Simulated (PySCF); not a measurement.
Gas-phase thermal properties of SiF(OH)₃

Computed with PySCF (xtb for GFN2) and rigid-rotor harmonic-oscillator thermochemistry at 1 bar. 6-31G* has spherical d functions here. All species are closed-shell singlets. B3LYP is the form with VWN-RPA correlation. No R ln 2 is added for the mirror-image form of SiF(OH)₃. SiF(OH)₃: computed as isolated molecules; such fragments, hydroxides, amides, oligomers or adducts are transient or little studied in the gas. The harmonic model lacks anharmonicity and excited electronic states, which grow with temperature; levels with a mode under 35 cm⁻¹ are left out. Internal rotation in SiF(OH)₃ is treated as a harmonic vibration of one conformer, which makes the entropy rough. Warning, point group unlike the PBE0 one: SiF(OH)₃ (B3LYP/6-31G*, PBE/def2-SVP).

| level | point group | σ | ZPE (kJ/mol) | S°298 (J/mol/K) | Cp298 (J/mol/K) | S°1000 (J/mol/K) | H1000 − H298 (kJ/mol) |
|---|---|---|---|---|---|---|---|
| B3LYP/6-31G* | C1 | 1 | 118.6 | 344.4 | 105.5 | 504.4 | 96.0 |
| GFN2-xTB | C3 | 3 | 115.9 | 325.9 | 106.9 | 487.1 | 96.6 |
| HF/6-31G* | C3 | 3 | 127.2 | 331.8 | 102.5 | 489.1 | 94.5 |
| PBE/def2-SVP | C1 | 1 | 116.0 | 344.5 | 107.8 | 506.4 | 97.0 |
| PBE0/def2-TZVP | C3 | 3 | 121.2 | 327.3 | 105.3 | 487.3 | 96.0 |
σ: rotational symmetry number. Electronic degeneracy used: 1. Frequencies are unscaled.
